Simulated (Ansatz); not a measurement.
VBrO: computed properties

Theory: Ansatz 0.2.0, DFT r2SCAN, scalar-relativistic, plane waves, PAW.

Settings: cutoff 500 eV, Γ-centred mesh 10×10×4 on the computed 6-atom cell, Gaussian smearing of 0.01 eV; collinear spin from starting moments 1.69 1.69 0 0 0 0 μB.

The structure is relaxed at this level of theory with its symmetry kept. Whether it is the stable form of this composition wasn't checked.

```cif
data_structure
_symmetry_space_group_name_H-M 'Pmmn:1'
_symmetry_Int_Tables_number 59
_cell_length_a 3.4277
_cell_length_b 3.7627
_cell_length_c 8.6977
_cell_angle_alpha 90.000
_cell_angle_beta 90.000
_cell_angle_gamma 90.000
_cell_volume 112.18
loop_
_atom_site_label
_atom_site_type_symbol
_atom_site_symmetry_multiplicity
_atom_site_Wyckoff_symbol
_atom_site_fract_x
_atom_site_fract_y
_atom_site_fract_z
_atom_site_occupancy
V1 V 2 a 0.50000 0.50000 0.10320 1
Br1 Br 2 b 0.00000 0.50000 0.31607 1
O1 O 2 b 0.00000 0.50000 0.96249 1
```

Q: Formation energy from the elements' standard states (Br, Hg as crystals; uncorrected)?

A: -1.986 eV/atom.

Q: Generalised Kohn–Sham band gap?

A: 0.25 eV.

Q: Löwdin character of the top 1 eV of the valence band?

A: V 3d 80 %, Br 4p 9 %, O 2p 9 %.

Q: Löwdin character of the lowest 1 eV of the conduction band?

A: V 3d 86 %.

Q: Bader charges (e)?

A: V (2 in the cell) 1.83, Br (2 in the cell) -0.57, O (2 in the cell) -1.26.

Q: Total moment?

A: 4.00 μB per cell.

Q: Site moments (μB; atoms counted from 1 over the whole cell)?

A: V (atom 1) 1.53, V (atom 2) 1.53.

The state reached may not be the lowest one. Moments started parallel, and an antiferromagnetic order may lie lower. The cell holds layers, and where no dispersion correction was added their binding is poorly described.

Only this magnetic start was tried.

Cost: 1 run of about 8.7 core-minutes, on Arm Neoverse V1 (shared hosts).